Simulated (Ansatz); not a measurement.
Reaction (SMILES): F atom → [F-] (an electron is taken up)
B3LYP-D3(BJ)/def2-TZVP geometries, fixed; electronic energies without zero-point terms; positive where energy is released.

Basis-set convergence of the adiabatic electron affinity at B3LYP with Ansatz (an electronic-structure program). Cartesian d functions, on some or all atoms, in 6-31G**; all else is spherical. The program fits the integrals of some runs and decomposes those of others, by size. Open shells are unrestricted. No added dispersion term, no relativity. Functions are those of the species that has most. Reference: the value in aug-cc-pV5Z, 3.527 eV, itself unsure by roughly 0.004 eV (its mean distance from aug-pcseg-3, aug-cc-pVQZ, def2-QZVPPD). Deviations are taken from unrounded values.

| basis | functions | adiabatic electron affinity (eV) | minus reference (eV) |
|---|---|---|---|
| 3-21G | 9 | -0.864 | -4.391 |
| 6-31G | 9 | 1.070 | -2.458 |
| 6-31G** | 15 | 1.049 | -2.478 |
| 6-311G** | 18 | 1.837 | -1.690 |
| aug-pcseg-1 | 23 | 3.622 | 0.095 |
| def2-SVPD | 23 | 3.629 | 0.101 |
| def2-TZVPPD | 40 | 3.534 | 0.007 |
| aug-pcseg-2 | 46 | 3.548 | 0.020 |
| def2-QZVPPD | 66 | 3.530 | 0.002 |
| aug-pcseg-3 | 85 | 3.535 | 0.007 |

The smallest set listed that lies within 0.05 eV of the reference with all its larger relatives (same family, alike in diffuse functions; a set with none counts only in the reference's own line) is def2-TZVPPD (40 functions, 0.007 eV off).
